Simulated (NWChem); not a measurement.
Molecule: chloromethane (CH₃Cl); SMILES CCl

Program: NWChem. Structure relaxed at the PBE0/def2-SVP level.

Diagonal of the polarisability tensor at CAM-B3LYP/def2-SVPD, static: 26.07, 26.07, 35.29 bohr³.

Q: Find the mean polarisability volume, the molar refraction, and the refractive index that an ideal gas of it would have at 273.15 K and 1 atm.

A: 
1. Mean: one third of the trace = 29.14 bohr³ × 0.14818 Å³/bohr³ = 4.32 Å³.
2. Molar refraction (Lorentz-Lorenz): (4π/3) N_A α = 10.9 cm³/mol.
3. Number density p/kT = 2.687 × 10⁻⁵ Å⁻³; n − 1 = 2π N α = 7.29 × 10⁻⁴.
4. These hold the electronic response alone: vibrational and orientational terms add to the static dielectric constant.
